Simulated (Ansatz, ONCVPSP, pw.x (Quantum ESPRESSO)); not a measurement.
# pw.x on diamond Si: one setting changed

Potential: optimised norm-conserving Vanderbilt (ONCV), ONCVPSP 4.0.1.1 (patched build), PBE; core [Ne], reference 3s1 3p3; waves: 3s: rc 1.80 bohr, ncon 3, nbas 8, qcut 3.2 1/bohr, 2 projectors, debl 3.2 Ha; 3p: rc 1.90 bohr, ncon 4, nbas 8, qcut 4.2 1/bohr, 2 projectors, debl 2 Ha; d scattering state at 0.13 Ha: rc 2.00 bohr, ncon 3, nbas 7, qcut 4.6 1/bohr, 1 projector; local part: polynomial inside 1.75 bohr (lpopt 5, dvloc0 0 Ha); core correction: Teter function, fcfact 4.25, rcfact 1.1.

The reference run (k-mesh 8³, cutoffs 135/540 Ry, Fermi–Dirac 0.01 Ry, mixing_beta 0.4, conv_thr 1e-9, no spin) gives 0.09 GPa at 20.463 Å³/atom, where all-electron LAPW gives -0.05 GPa. This run, with its own iteration cap, changes mixing_mode to local-TF.

```
&control
  calculation='scf', prefix='x', pseudo_dir='./', outdir='./tmp', tstress=.true., disk_io='none'
/
&system
  ibrav=0, nat=2, ntyp=1, ecutwfc=135, ecutrho=540, nbnd=11,
  occupations='smearing', smearing='fd', degauss=0.01
/
&electrons
  conv_thr=1e-09, mixing_beta=0.4, electron_maxstep=50, mixing_mode='local-TF'
/
ATOMIC_SPECIES
Si 1.0 Si.UPF
CELL_PARAMETERS angstrom
  0.00000000 2.73520428 2.73520428
  2.73520428 0.00000000 2.73520428
  2.73520428 2.73520428 0.00000000
ATOMIC_POSITIONS crystal
Si 0.0000 0.0000 0.0000
Si 0.2500 0.2500 0.2500
K_POINTS automatic
8 8 8 0 0 0
```

```bash
pw.x < Si.scf.in > Si.scf.out
```

**Question.** How does the run end?

**Answer.** It converges in 9 iterations; the free energy moves by +0.0 meV/atom and the pressure by +0.00 GPa. The result is that of the reference run.

```
Message from routine setup:
     using ibrav=0 with symmetry is DISCOURAGED, use correct ibrav instead
     lattice parameter (alat)  =       7.3098  a.u.
     unit-cell volume          =     276.1823 (a.u.)^3
     number of electrons       =         8.00
     number of Kohn-Sham states=           11
     kinetic-energy cutoff     =     135.0000  Ry
     charge density cutoff     =     540.0000  Ry
     scf convergence threshold =      1.0E-09
     Exchange-correlation= PBE
     number of k points=    29  Fermi-Dirac smearing, width (Ry)=  0.0100
     iteration #  1     ecut=   135.00 Ry     beta= 0.40
     total energy              =     -16.42895084 Ry
     estimated scf accuracy    <       0.10463185 Ry
     iteration #  2     ecut=   135.00 Ry     beta= 0.40
     total energy              =     -16.40707310 Ry
     estimated scf accuracy    <       0.05575408 Ry
     iteration #  3     ecut=   135.00 Ry     beta= 0.40
     total energy              =     -16.41222871 Ry
     estimated scf accuracy    <       0.00067838 Ry
     [... 3 iterations left out ...]
     iteration #  7     ecut=   135.00 Ry     beta= 0.40
     total energy              =     -16.41227530 Ry
     estimated scf accuracy    <       0.00000013 Ry
     iteration #  8     ecut=   135.00 Ry     beta= 0.40
     total energy              =     -16.41227534 Ry
     estimated scf accuracy    <       0.00000001 Ry
     iteration #  9     ecut=   135.00 Ry     beta= 0.40
     the Fermi energy is     6.2739 ev
!    total energy              =     -16.41227535 Ry
     estimated scf accuracy    <          6.6E-10 Ry
     smearing contrib. (-TS)   =      -0.00027792 Ry
     The total energy is F=E-TS. E is the sum of the following terms:
     one-electron contribution =       4.69076299 Ry
     hartree contribution      =       1.11594929 Ry
     xc contribution           =      -5.54385563 Ry
     ewald contribution        =     -16.67485408 Ry
     convergence has been achieved in   9 iterations
          total   stress  (Ry/bohr**3)                   (kbar)     P=        0.94
     Message from routine punch:
     Nothing written, as per user request (disk_io='none')
```

The run took about 44 s on one core of a shared host (Intel(R) Xeon(R) Platinum 8259CL CPU @ 2.50GHz, 96 threads, 755 GiB, load 50).
